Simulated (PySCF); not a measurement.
Structure problem from calculated spectra and properties.

Elements present: C, H and N. Monoisotopic mass: 86.0964 u (electron mass counted); charge +1.

| Item | Value |
| --- | --- |
| 1H NMR | chemical shifts (computed TMS as zero) by class: 6.53 (1 H), 6.46 (1 H), 5.99 (1 H), 3.95 (1 H), 3.61 (1 H), 3.46 (1 H), 3.13 (3 H), 1.75 (3 H) ppm [GIAO PBE0/pcSseg-1] |
| Polarisability | 66.3 au [CAM-B3LYP/def2-SVPD] |
| Valence photoelectron | vertical ionisation energy: 14.57 eV [ΔSCF CAM-B3LYP/def2-SVPD] |
| UV, first state | lowest singlet excitation: 7.33 eV (169 nm, f = 0.189) [TDDFT CAM-B3LYP/def2-SVPD] |
| Rotational structure | rotational constants A, B, C: 5.504, 2.199, 1.756 GHz [PBE0-D3(BJ)/def2-SVP] |
| 13C NMR | chemical shifts (computed TMS as zero) by class: 144.0 (1 C), 137.3 (1 C), 67.5 (1 C), 33.7 (1 C), 16.2 (1 C) ppm [GIAO PBE0/pcSseg-1] |
| Couplings | largest of the computed one-bond spin–spin couplings (means over like bonds): 13C–1H +178.7, 13C–1H +169.8, 13C–1H +167.5, 13C–1H +154.0 (×3), 13C–1H +151.7, 13C–1H +138.3 (×3), 15N–1H -77.9, 15N–1H -76.2 Hz [B3LYP/pcJ-1, spin–dipole term left out for some pairs] |

Gas-phase values; electronic properties from PySCF, density fitting. Levels stand in brackets. The structure is a single PBE0-D3(BJ)/def2-SVP conformer in the gas phase; no vibrational or solvent corrections. NMR classes are plain means over equivalent atoms (diastereotopic ones count apart unless rotation or inversion swaps them), as if these changed places fast.

Question: Which formula fits the mass and the elements?

Answer: C5H12N (calculated 86.0964). No other formula that holds each of these elements comes within 0.0003 u with a fitting electron parity and a possible valence count.

Question: Propose a structure and show how it fits.

Answer: Numbering: `[CH2:1]=[CH:2][C@H:3]([CH3:4])[NH2+:5][CH3:6]`. 5 carbons fall into 5 classes; from least to most shielded: terminal =CH2 carbon [C1] (144.0 ppm), alkene CH carbon [C2] (137.3 ppm), sp3 carbon bound to nitrogen [C3] (67.5 ppm), N-methyl carbon [C6] (33.7 ppm), methyl carbon [C4] (16.2 ppm). Hydrogen classes from least to most shielded: 1 H on a terminal =CH2 carbon, C1 (6.53 ppm), 1 H on a terminal =CH2 carbon, C1 (6.46 ppm), 1 H on an alkene CH carbon, C2 (5.99 ppm), 1 H on an ammonium nitrogen, N5 (3.95 ppm), 1 H on an ammonium nitrogen, N5 (3.61 ppm), 1 H on an sp3 carbon bound to nitrogen, C3 (3.46 ppm), 3 H on an N-methyl carbon, C6 (3.13 ppm), 3 H on a methyl carbon, C4 (1.75 ppm, a mean of values up to 0.8 ppm apart in this geometry). The couplings run between: +178.7 Hz, terminal =CH2 carbon [C1] and its hydrogen; +169.8 Hz, alkene CH carbon [C2] and its hydrogen; +167.5 Hz, terminal =CH2 carbon [C1] and its hydrogen; +154.0 Hz, N-methyl carbon [C6] and its hydrogen (with 2 like pairs); +151.7 Hz, sp3 carbon bound to nitrogen [C3] and its hydrogen; +138.3 Hz, methyl carbon [C4] and its hydrogen (with 2 like pairs); -77.9 Hz, ammonium nitrogen [N5] and its hydrogen; -76.2 Hz, ammonium nitrogen [N5] and its hydrogen. S1 is mainly HOMO→LUMO (weight 0.95); the largest Löwdin shares of the orbital it empties are 0.40 on the alkene CH carbon, 0.37 on the terminal =CH2 carbon and 0.05 on the sp3 carbon bound to nitrogen, of the orbital it fills 0.16 on an N–H hydrogen, 0.15 on the terminal =CH2 carbon, 0.12 on the alkene CH carbon and 0.11 on an N–H hydrogen. The optimised geometry has point group C1 and is an asymmetric top. Structure: `C=C[C@H](C)[NH2+]C`. Computed isomers that give other values at the same levels: `C[NH+]1CCCC1` (13C chemical shifts (computed TMS as zero) by class: 61.0 (2 C), 41.5 (1 C), 23.0 (2 C) ppm); `C[NH2+]CC1CC1` (13C chemical shifts (computed TMS as zero) by class: 62.0 (1 C), 36.3 (1 C), 9.5 (1 C), 7.0 (2 C) ppm); `C=CC[NH+](C)C` (lowest singlet excitation: 7.11 eV (174 nm, f = 0.038)). The assignments are read from this structure; whether some other isomer fits the data as well wasn't checked. The mirror image fits equally.

Shape of the structure used: `[CH2:1]=[CH:2][C@H:3]([CH3:4])[NH2+:5][CH3:6]`: C1–C2–C3–C4 -131°, C2–C3–N5–C6 -171°.
